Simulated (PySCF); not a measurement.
Species: C2HF3S.
Atom-mapped SMILES: `[F:1][C:2]([F:3])([F:4])[CH:5]=[S:6]` (hydrogens: H7 on C5)

Computed with PySCF 2.14.0, PBE0-D3(BJ)/def2-SVP geometry optimisation, gas phase.

(1) Give the optimised bond lengths and angles.

Results:

(1) 
```
        bond  length (Å)
F1–C2, C2–F4       1.336
       C2–F3       1.320
       C2–C5       1.514
       C5=S6       1.601
       C5–H7       1.102
```

Bonds in one row agree within 0.01 Å and their mean is given. A selection of angles:
```
   angle  degrees
F1–C2–F3    108.5
F1–C2–C5    109.2
F3–C2–F4    108.5
F3–C2–C5    113.6
C2–C5–S6    125.0
C2–C5–H7    111.8
S6–C5–H7    123.2
```

Dihedral angles: F1–C2–C5–S6 -120° (anticlinal).

Point group: Cs (every atom within 0.08 Å of its image). No PBE0-D3(BJ)/def2-SVP frequencies stand behind this structure, so it isn't proved a minimum.

The run took 41 s wall on one thread, x86-64 server, shared host. That covers the optimisation of the geometry.
